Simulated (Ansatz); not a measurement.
Reaction (SMILES): ClCl (Cl2) → Cl2+ (doublet, bonded as ClCl) + e-
B3LYP-D3(BJ)/def2-TZVP geometries, fixed; electronic energies without zero-point terms.

Basis-set convergence of the adiabatic ionisation energy at r2SCAN with Ansatz (a first-principles code). Cartesian d functions, on some or all atoms, in 6-31G**, 6-311+G**; all else is spherical. The program fits the integrals of some runs and decomposes those of others, by size. Open shells are unrestricted. No added dispersion term, no relativity. Functions are those of the species that has most. Reference: the value in aug-cc-pV(5+d)Z, 11.229 eV, itself unsure by roughly 0.002 eV (its mean distance from pcseg-4, aug-pcseg-3, aug-cc-pV(Q+d)Z). Deviations are taken from unrounded values.

```tsv
basis	functions	adiabatic ionisation energy (eV)	minus reference (eV)
3-21G	26	12.343	1.113
pcseg-0	26	12.573	1.344
6-31G**	38	11.485	0.255
cc-pV(D+d)Z	46	11.414	0.185
6-311+G**	62	11.476	0.247
aug-cc-pV(D+d)Z	64	11.377	0.148
def2-TZVP	74	11.246	0.016
cc-pV(T+d)Z	78	11.252	0.022
aug-pcseg-2	100	11.270	0.041
def2-TZVPPD	102	11.255	0.026
aug-cc-pV(T+d)Z	110	11.251	0.021
def2-QZVPPD	158	11.233	0.004
aug-cc-pV(Q+d)Z	178	11.232	0.003
```

The smallest set listed that lies within 0.05 eV of the reference with all its larger relatives (same family, alike in diffuse functions; a set with none counts only in the reference's own line) is def2-TZVP (74 functions, 0.016 eV off). (Relatives not listed, tested too: def2-TZVPP 0.015, cc-pV(Q+d)Z 0.001, def2-QZVP 0.001, def2-QZVPP 0.001, aug-pcseg-3 0.000, cc-pV(5+d)Z -0.001, aug-cc-pV(5+d)Z 0.000 eV.)
